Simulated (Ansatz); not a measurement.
A run of Ansatz (development build ahead of 0.2.0) on doublet SiN at this shape:

```json
{"atom": "Si", "x (Å)": "0.0000", "y (Å)": "0.0000", "z (Å)": "0.0000"}
{"atom": "N", "x (Å)": "0.0000", "y (Å)": "0.0000", "z (Å)": "2.5120"}
```

Its results:

- Converged: yes
- Total energy: -343.67031 hartree
- Spin squared of the determinant: 1.901
- Stability test: minimum

Forces (eV/Å):
| atom | Fx | Fy | Fz |
| --- | --- | --- | --- |
| Si1 | 0.000 | 0.000 | 2.356 |
| N2 | 0.000 | 0.000 | -2.356 |

Q: Which input gives this output? Name the method, the orbitals and the basis set, and write the input.

A: PBE0 (unrestricted) in def2-SVP.

```yaml
crystal:
  periodic: [false, false, false]
  atoms:
    - { symbol: Si, position_ang: [0.0, 0.0, 0.0] }
    - { symbol: "N", position_ang: [0.0, 0.0, 2.512] }
basis:
  gaussian: { orbitals: def2-SVP }
magnetization:
  spin_polarized: true
  initial_magnetization: 1
hamiltonian:
  xc: pbe0
output:
  forces: true
```

Caution: the unrestricted determinant is a mixture of spin states.
